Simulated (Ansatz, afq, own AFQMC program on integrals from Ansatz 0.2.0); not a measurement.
AFQMC on a folder of integrals that Ansatz 0.2.0 wrote.

```yaml
crystal:
  periodic: [false, false, false]
  atoms:
    - {symbol: H, position_ang: [0.000000, 0.000000, -1.594771]}
    - {symbol: H, position_ang: [0.000000, 0.000000, -0.581771]}
    - {symbol: N, position_ang: [0.000000, 0.000000, 1.668313]}
    - {symbol: C, position_ang: [0.000000, 0.000000, 0.508229]}
basis:
  gaussian: {orbitals: cc-pVTZ}
magnetization: {spin_polarized: true, initial_magnetization: 1}
correlation: {method: ccsd_t, electrons: outside_noble_gas, hamiltonian_folder: ham}
```

```sh
$ ansatz run in.yaml --threads 1 --pin off --events-out ev --progress --plain --max-ram 16896MiB --backend cuda --devices 0, --max-vram 18GiB
```

Options of the walk:

```
--method phaseless --trial cisd --walkers 1600 --populations 20 --least-time 60 --time-step 0.005 --steps-per-block 50 --equilibration-blocks 28 --max-blocks 4000 --target-error 0.0002 --factor-cut 1e-05 --start spin_pure --seed 8022 --release-times 0.24,0.51,0.99,1.62,2.4 --release-step 0.03 --release-every 3 --taylor-order 6
```

Times are imaginary, in 1/Eh. The walk had a cap of 239 s. With eight or more populations the least sampling time is a fifth of least-time, and the error comes from their spread.

Log:

```
orbitals 86  electrons 6 5  factors 507 of 507
reference energy -93.36902254 Eh
CCSD correlation -0.35918163 Eh in 13 cycles, weight of the determinant in the CISD state 0.8513
energy of the start -93.717455 Eh
 block  time / (1/Eh)  mean weight  energy / Eh
     1     0.250  1.0001  -93.723141
     2     0.500  0.9999  -93.732827
     3     0.750  1.0005  -93.738133
     4     1.000  1.0004  -93.742442
     5     1.250  1.0003  -93.742980
     7     1.750  1.0008  -93.743508
     9     2.250  1.0000  -93.746570
    15     3.750  0.9992  -93.748906
    29     7.250  1.0005  -93.752214
    43    10.750  0.9992  -93.745873
    57    14.250  1.0000  -93.749139
    71    17.750  0.9996  -93.751581
    85    21.250  1.0001  -93.748732
    99    24.750  0.9999  -93.748818
   106    26.500  0.9998  -93.744459
   113    28.250  1.0002  -93.745783
   127    31.750  0.9998  -93.748044
   141    35.250  0.9998  -93.747063
   155    38.750  1.0001  -93.750574
   169    42.250  1.0001  -93.749072
   183    45.750  0.9997  -93.745591
   197    49.250  0.9999  -93.746668
   211    52.750  1.0002  -93.750008
   225    56.250  1.0000  -93.746687
   239    59.750  0.9996  -93.748258
   253    63.250  1.0012  -93.747528
   267    66.750  1.0002  -93.746796
   274    68.500  0.9998  -93.745755
error from the spread of 20 populations
released: time / (1/Eh)  energy / Eh  error  mean overlap
  0.24  -93.748675  0.000224  0.9955
  0.51  -93.748870  0.000201  0.9894
  0.99  -93.748941  0.000246  0.9839
  1.62  -93.749141  0.000214  0.9754
  2.40  -93.749064  0.000389  0.9650
energy -93.748365 +/- 0.000275 Eh
(rows thinned)
```

The run passed its tests (sampling time, drift between the halves within three errors, error under three times the target), which doesn't prove that it has relaxed, ending at its cap on processor time.

Against this walk (error 7.5 meV) on the same determinant: CCSD(T) 39.2 meV higher, CCSDT(Q) 15.3 meV lower. The error is statistical and leaves out the bias of the constraint. The determinant has ⟨S²⟩ = 0.87, so the low cluster orders mix in higher spin (the high orders can go on to a lower state of that spin), while the walk starts as a pure doublet. Released to 2.40 1/Eh the energy moves by -19 ± 13 meV (both errors), within twice the noise.

Cautions: constraint bias not in the error; error above the target (7.5 against 5.4 meV); unrestricted determinant spin contaminated (⟨S²⟩ 0.87 against 0.75).

The walk took 4 min on 1 × NVIDIA H100 80GB HBM3 with 2 threads of AMD EPYC 7R13 Processor (Zen 3) (shared host) (the card was shared). The log's last line is the phaseless energy.

CCSDT and higher add their correlation energy to the determinant of the CCSD(T) run, since their own runs factorise the integrals more tightly (a shift of under 2 meV). A walk keeps the symmetry of its determinant, which the program's search chose and which needn't be the lowest solution, so a lower state of the same spin and another symmetry isn't excluded.
